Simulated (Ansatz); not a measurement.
Input for Ansatz (development build ahead of 0.2.0):

```yaml
crystal:
  periodic: [false, false, false]
  atoms:
    - { symbol: O, position_ang: [-0.01298, -0.01235, -1.20599] }
    - { symbol: C, position_ang: [-0.04718, 0.01286, -0.01042] }
    - { symbol: O, position_ang: [0.01863, 0.03734, 1.13176] }
basis:
  gaussian: { orbitals: "6-31G" }
hamiltonian:
  xc: hf
correlation:
  method: mp2
  frozen_orbitals: { C: 1, O: 1 }
```

The input is written out in the form of the current development build from the run's settings.

Output:

- Converged: yes
- Reference energy: -187.51190 hartree
- Correlation energy: -0.35305 hartree
- Total energy: -187.86495 hartree
- Spin squared of the determinant: 0.000
